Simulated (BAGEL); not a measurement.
# SiO2 (SMILES O=[Si]=O) at HF/6-31G(d) (density fitting with cc-pvqz-jkfit, spherical functions)

What is the energy change on altering one bond length of SiO2 at HF/6-31G* (density fitting with cc-pvqz-jkfit, spherical functions)? 

The calculation is run with BAGEL 1.2.2.

2 further runs of the same task are left out: 2 that didn't finish. Runs told in other sessions of the task aren't counted.

**1. The molecule**

SiO2 has 3 atoms, charge 0, and is taken as a singlet. As SMILES, `O=[Si]=O`. The coordinates come from a PBE0-D4/def2-TZVP relaxation.

Bond lengths: O1–Si2 1.506 Å, Si2–O3 1.506 Å. Angles: O1–Si2–O3 180.0°.

**2. The energy at HF/6-31G(d) (density fitting with cc-pvqz-jkfit, spherical functions)**

job.json

```json
{ "bagel": [

{
  "title": "molecule",
  "basis": "6-31gs.json",
  "df_basis": "cc-pvqz-jkfit",
  "angstrom": true,
  "geometry": [
    { "atom": "O", "xyz": [       0.697730,       1.229600,       0.518760 ] },
    { "atom": "Si", "xyz": [      -0.000010,       0.000000,       0.000000 ] },
    { "atom": "O", "xyz": [      -0.697730,      -1.229610,      -0.518760 ] }
  ]
},

{
  "title": "hf"
},

{
  "title": "print",
  "file": "orbitals.molden",
  "orbitals": true
}

]}
```

The basis set 6-31G* is read from a file made from the Basis Set Exchange's data (not shown).

Run with:

```bash
$ BAGEL_NUM_THREADS=1 BAGEL job.json > job.out
```

What it wrote:

```text
* using 1 threads per process

  ===============================================================
  ===============================================================

  *** Geometry ***

  { "atom" : "O", "xyz" : [      1.318519,      2.323607,      0.980314 ] },
  { "atom" : "Si", "xyz" : [     -0.000019,      0.000000,      0.000000 ] },
  { "atom" : "O", "xyz" : [     -1.318519,     -2.323626,     -0.980314 ] },

  Number of auxiliary basis functions:      360

  Since a DF basis is specified, we compute 2- and 3-index integrals:
    o Being stored without compression. Storage requirement is 0.006 GB

  Number of basis functions:       46
  Number of electrons      :       30

    * METHOD: MOLECULE                             0.08

  *** RHF ***

  === Nuclear Repulsion ===
    89.9564389481

      * DIIS with orbital gradients will be used.

  === RHF iteration (6-31gs.json) ===
      0       -438.22839544          0.04914061           0.02
      1       -438.31407506          0.04512997           0.01
      2       -438.61402578          0.00132120           0.01
      3       -438.61470107          0.00046893           0.01
      4       -438.61481880          0.00012438           0.01
      5       -438.61482734          0.00002871           0.01
      6       -438.61482767          0.00000524           0.01
      7       -438.61482767          0.00000093           0.01
      8       -438.61482767          0.00000047           0.01
      9       -438.61482767          0.00000004           0.02
     10       -438.61482767          0.00000002           0.02
     11       -438.61482767          0.00000000           0.01
    * SCF iteration converged.

    * Permanent dipole moment:
           (    0.000028,    -0.000014,    -0.000000) a.u.

    * METHOD: HF                                   0.23

    * METHOD: PRINT                                0.00

  ===============================================================
```

Run time: 0.48 s. Hardware: 1 thread of Arm Neoverse V2, shared host; peak memory 0.083 GiB.

**3. The distorted shape, same level**

input.json

```json
{ "bagel": [

{
  "title": "molecule",
  "basis": "6-31gs.json",
  "df_basis": "cc-pvqz-jkfit",
  "angstrom": true,
  "geometry": [
    { "atom": "O", "xyz": [       0.907039,       1.598457,       0.674378 ] },
    { "atom": "Si", "xyz": [      -0.000010,       0.000000,       0.000000 ] },
    { "atom": "O", "xyz": [      -0.697730,      -1.229610,      -0.518760 ] }
  ]
},

{
  "title": "hf",
  "charge": 0
},

{
  "title": "print",
  "file": "orbitals.molden",
  "orbitals": true
}

]}
```

The basis set 6-31G* is read from a file made from the Basis Set Exchange's data (not shown).

Run with:

```bash
$ BAGEL_NUM_THREADS=1 BAGEL input.json > input.out
```

What it wrote:

```text
* using 1 threads per process

  ===============================================================
  ===============================================================

  *** Geometry ***

  { "atom" : "O", "xyz" : [      1.714055,      3.020646,      1.274390 ] },
  { "atom" : "Si", "xyz" : [     -0.000019,      0.000000,      0.000000 ] },
  { "atom" : "O", "xyz" : [     -1.318519,     -2.323626,     -0.980314 ] },

  Number of auxiliary basis functions:      360

  Since a DF basis is specified, we compute 2- and 3-index integrals:
    o Being stored without compression. Storage requirement is 0.006 GB

  Number of basis functions:       46
  Number of electrons      :       30

    * METHOD: MOLECULE                             0.09

  *** RHF ***

  === Nuclear Repulsion ===
    79.4081368213

      * DIIS with orbital gradients will be used.

  === RHF iteration (6-31gs.json) ===
      0       -437.97369550          0.05349332           0.02
      1       -437.54023713          0.07600346           0.02
      2       -438.46376901          0.01314326           0.01
      3       -438.49323615          0.00484824           0.01
      4       -438.50142130          0.00186901           0.02
      5       -438.50539179          0.00088450           0.02
      6       -438.50619768          0.00031242           0.02
      7       -438.50627013          0.00003188           0.02
      8       -438.50627041          0.00002029           0.01
      9       -438.50627051          0.00000703           0.01
     10       -438.50627053          0.00000197           0.02
     11       -438.50627053          0.00000068           0.02
     12       -438.50627053          0.00000037           0.01
     13       -438.50627053          0.00000018           0.01
     14       -438.50627053          0.00000011           0.02
     15       -438.50627053          0.00000003           0.02
     16       -438.50627053          0.00000001           0.01
    * SCF iteration converged.

    * Permanent dipole moment:
           (    0.034567,     0.060865,     0.025683) a.u.

    * METHOD: HF                                   0.32

    * METHOD: PRINT                                0.01

  ===============================================================
```

It took 0.58 s on 1 thread of Arm Neoverse V2, shared host; peak memory 0.14 GiB.

**4. Results**

Level: HF/6-31G* (density fitting with cc-pvqz-jkfit, spherical functions).

| quantity | value |
| --- | --- |
| first shape: total energy | -438.61483 Eh |
| first shape: dipole moment | 0.00 D |
| first shape: HOMO energy | -13.60 eV |
| first shape: LUMO energy | 0.30 eV |
| first shape: HOMO–LUMO gap | 13.90 eV |
| distorted shape: total energy | -438.50627 Eh |
| distorted shape: dipole moment | 0.19 D |
| distorted shape: HOMO energy | -13.30 eV |
| distorted shape: LUMO energy | -0.07 eV |
| distorted shape: HOMO–LUMO gap | 13.23 eV |
| energy change with the O1–Si2 bond stretched from 1.506 to 1.958 Å | 2.954 eV |

What this shows: With the O1–Si2 bond stretched from 1.506 to 1.958 Å the energy rises by 2.95 eV (68 kcal/mol). The first shape isn't relaxed at this level, so the change isn't measured from a minimum.
